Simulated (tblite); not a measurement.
2,2,2-trifluoroethylamine, C2H4F3N.
Bonds: N1–C2, C2–C3, C3–F4, C3–F5, C3–F6. Hydrogens: H7, H8 on N1; H9, H10 on C2.

Computed with GFN2-xTB (tblite), gas phase: Langevin dynamics at 300 K from the optimised GFN2-xTB geometry, time step 0.5 fs, friction 0.01 fs⁻¹, 2000 steps. The instantaneous temperature is 2·E(kin)/(3Nk) with all 3N coordinates.

```json
{"t (fs)": "0", "T (K)": "254", "E(pot) above start (eV)": "0.000", "N1–C2 (Å)": "1.445", "C2–C3 (Å)": "1.523", "C3–F4 (Å)": "1.343", "C3–F5 (Å)": "1.344", "C3–F6 (Å)": "1.334", "N1–H7 (Å)": "1.012", "N1–C2–C3–F4 (°)": "60"}
{"t (fs)": "50", "T (K)": "195", "E(pot) above start (eV)": "0.204", "N1–C2 (Å)": "1.437", "C2–C3 (Å)": "1.489", "C3–F4 (Å)": "1.364", "C3–F5 (Å)": "1.344", "C3–F6 (Å)": "1.325", "N1–H7 (Å)": "1.024", "N1–C2–C3–F4 (°)": "61"}
{"t (fs)": "100", "T (K)": "194", "E(pot) above start (eV)": "0.273", "N1–C2 (Å)": "1.473", "C2–C3 (Å)": "1.567", "C3–F4 (Å)": "1.334", "C3–F5 (Å)": "1.360", "C3–F6 (Å)": "1.319", "N1–H7 (Å)": "1.029", "N1–C2–C3–F4 (°)": "57"}
{"t (fs)": "150", "T (K)": "244", "E(pot) above start (eV)": "0.243", "N1–C2 (Å)": "1.473", "C2–C3 (Å)": "1.532", "C3–F4 (Å)": "1.348", "C3–F5 (Å)": "1.349", "C3–F6 (Å)": "1.326", "N1–H7 (Å)": "0.985", "N1–C2–C3–F4 (°)": "58"}
{"t (fs)": "200", "T (K)": "135", "E(pot) above start (eV)": "0.423", "N1–C2 (Å)": "1.423", "C2–C3 (Å)": "1.496", "C3–F4 (Å)": "1.369", "C3–F5 (Å)": "1.331", "C3–F6 (Å)": "1.291", "N1–H7 (Å)": "0.957", "N1–C2–C3–F4 (°)": "61"}
{"t (fs)": "250", "T (K)": "281", "E(pot) above start (eV)": "0.277", "N1–C2 (Å)": "1.417", "C2–C3 (Å)": "1.546", "C3–F4 (Å)": "1.313", "C3–F5 (Å)": "1.350", "C3–F6 (Å)": "1.377", "N1–H7 (Å)": "1.017", "N1–C2–C3–F4 (°)": "60"}
{"t (fs)": "300", "T (K)": "174", "E(pot) above start (eV)": "0.378", "N1–C2 (Å)": "1.449", "C2–C3 (Å)": "1.535", "C3–F4 (Å)": "1.361", "C3–F5 (Å)": "1.350", "C3–F6 (Å)": "1.350", "N1–H7 (Å)": "1.048", "N1–C2–C3–F4 (°)": "67"}
{"t (fs)": "350", "T (K)": "376", "E(pot) above start (eV)": "0.244", "N1–C2 (Å)": "1.476", "C2–C3 (Å)": "1.558", "C3–F4 (Å)": "1.381", "C3–F5 (Å)": "1.337", "C3–F6 (Å)": "1.313", "N1–H7 (Å)": "1.081", "N1–C2–C3–F4 (°)": "74"}
{"t (fs)": "400", "T (K)": "197", "E(pot) above start (eV)": "0.318", "N1–C2 (Å)": "1.389", "C2–C3 (Å)": "1.584", "C3–F4 (Å)": "1.333", "C3–F5 (Å)": "1.355", "C3–F6 (Å)": "1.325", "N1–H7 (Å)": "1.054", "N1–C2–C3–F4 (°)": "73"}
{"t (fs)": "450", "T (K)": "414", "E(pot) above start (eV)": "0.310", "N1–C2 (Å)": "1.398", "C2–C3 (Å)": "1.501", "C3–F4 (Å)": "1.347", "C3–F5 (Å)": "1.374", "C3–F6 (Å)": "1.343", "N1–H7 (Å)": "0.995", "N1–C2–C3–F4 (°)": "70"}
{"t (fs)": "500", "T (K)": "242", "E(pot) above start (eV)": "0.350", "N1–C2 (Å)": "1.487", "C2–C3 (Å)": "1.538", "C3–F4 (Å)": "1.323", "C3–F5 (Å)": "1.333", "C3–F6 (Å)": "1.369", "N1–H7 (Å)": "0.972", "N1–C2–C3–F4 (°)": "70"}
{"t (fs)": "550", "T (K)": "269", "E(pot) above start (eV)": "0.341", "N1–C2 (Å)": "1.470", "C2–C3 (Å)": "1.558", "C3–F4 (Å)": "1.330", "C3–F5 (Å)": "1.301", "C3–F6 (Å)": "1.326", "N1–H7 (Å)": "0.998", "N1–C2–C3–F4 (°)": "56"}
{"t (fs)": "600", "T (K)": "305", "E(pot) above start (eV)": "0.688", "N1–C2 (Å)": "1.386", "C2–C3 (Å)": "1.500", "C3–F4 (Å)": "1.315", "C3–F5 (Å)": "1.463", "C3–F6 (Å)": "1.254", "N1–H7 (Å)": "1.029", "N1–C2–C3–F4 (°)": "43"}
{"t (fs)": "650", "T (K)": "319", "E(pot) above start (eV)": "0.630", "N1–C2 (Å)": "1.480", "C2–C3 (Å)": "1.531", "C3–F4 (Å)": "1.360", "C3–F5 (Å)": "1.263", "C3–F6 (Å)": "1.389", "N1–H7 (Å)": "1.008", "N1–C2–C3–F4 (°)": "43"}
{"t (fs)": "700", "T (K)": "395", "E(pot) above start (eV)": "0.377", "N1–C2 (Å)": "1.511", "C2–C3 (Å)": "1.530", "C3–F4 (Å)": "1.302", "C3–F5 (Å)": "1.390", "C3–F6 (Å)": "1.319", "N1–H7 (Å)": "1.026", "N1–C2–C3–F4 (°)": "44"}
{"t (fs)": "750", "T (K)": "332", "E(pot) above start (eV)": "0.339", "N1–C2 (Å)": "1.416", "C2–C3 (Å)": "1.534", "C3–F4 (Å)": "1.363", "C3–F5 (Å)": "1.347", "C3–F6 (Å)": "1.379", "N1–H7 (Å)": "1.017", "N1–C2–C3–F4 (°)": "52"}
{"t (fs)": "800", "T (K)": "359", "E(pot) above start (eV)": "0.370", "N1–C2 (Å)": "1.429", "C2–C3 (Å)": "1.560", "C3–F4 (Å)": "1.377", "C3–F5 (Å)": "1.346", "C3–F6 (Å)": "1.332", "N1–H7 (Å)": "1.022", "N1–C2–C3–F4 (°)": "65"}
{"t (fs)": "850", "T (K)": "298", "E(pot) above start (eV)": "0.587", "N1–C2 (Å)": "1.438", "C2–C3 (Å)": "1.584", "C3–F4 (Å)": "1.314", "C3–F5 (Å)": "1.341", "C3–F6 (Å)": "1.370", "N1–H7 (Å)": "1.031", "N1–C2–C3–F4 (°)": "70"}
{"t (fs)": "900", "T (K)": "327", "E(pot) above start (eV)": "0.359", "N1–C2 (Å)": "1.440", "C2–C3 (Å)": "1.565", "C3–F4 (Å)": "1.329", "C3–F5 (Å)": "1.338", "C3–F6 (Å)": "1.366", "N1–H7 (Å)": "1.035", "N1–C2–C3–F4 (°)": "53"}
{"t (fs)": "950", "T (K)": "302", "E(pot) above start (eV)": "0.436", "N1–C2 (Å)": "1.418", "C2–C3 (Å)": "1.542", "C3–F4 (Å)": "1.380", "C3–F5 (Å)": "1.377", "C3–F6 (Å)": "1.292", "N1–H7 (Å)": "1.018", "N1–C2–C3–F4 (°)": "49"}
{"t (fs)": "1000", "T (K)": "318", "E(pot) above start (eV)": "0.502", "N1–C2 (Å)": "1.489", "C2–C3 (Å)": "1.571", "C3–F4 (Å)": "1.265", "C3–F5 (Å)": "1.332", "C3–F6 (Å)": "1.376", "N1–H7 (Å)": "1.003", "N1–C2–C3–F4 (°)": "52"}
```

Question: From 500 fs on, how do temperature and potential energy compare with equipartition?

Answer: The mean temperature of these 11 frames is 315 K against the target 300 K, and the mean potential energy 0.45 eV against 24 × kT/2 = 0.31 eV for 24 classical harmonic modes. For 10 atoms in a canonical ensemble the temperature itself scatters by T·√(2/(3N)) = 77 K; here its standard deviation is 39 K. The whole run lasts only 10 friction times of 100 fs, so these averages carry a wide statistical error.

Question: What are the kinetic and total energies of the listed frame with the highest potential energy?

Answer: The one at 600 fs, 0.688 eV above the start. Its kinetic energy is 3NkT/2 = 0.394 eV at 305 K, so the sum is 1.08 eV; over the listed frames the sum runs from 0.33 to 1.08 eV, since the thermostat adds and removes energy.

Question: How much do the listed bonds fluctuate from 500 fs on?

Answer: 
```json
{"bond": "N1–C2", "at the start (Å)": "1.445", "mean (Å)": "1.451", "standard deviation (Å)": "0.037"}
{"bond": "C2–C3", "at the start (Å)": "1.523", "mean (Å)": "1.547", "standard deviation (Å)": "0.023"}
{"bond": "C3–F4", "at the start (Å)": "1.343", "mean (Å)": "1.333", "standard deviation (Å)": "0.033"}
{"bond": "C3–F5", "at the start (Å)": "1.344", "mean (Å)": "1.348", "standard deviation (Å)": "0.048"}
{"bond": "C3–F6", "at the start (Å)": "1.334", "mean (Å)": "1.343", "standard deviation (Å)": "0.040"}
{"bond": "N1–H7", "at the start (Å)": "1.012", "mean (Å)": "1.014", "standard deviation (Å)": "0.018"}
```

The motion is classical and holds no zero-point motion.

The cost below is that of the whole dynamics run. Time: 9.9 s of wall time; peak memory 0.18 GiB. Hardware: Arm Neoverse N1, one thread, shared host with 64 logical CPUs at a one-minute load of 59.
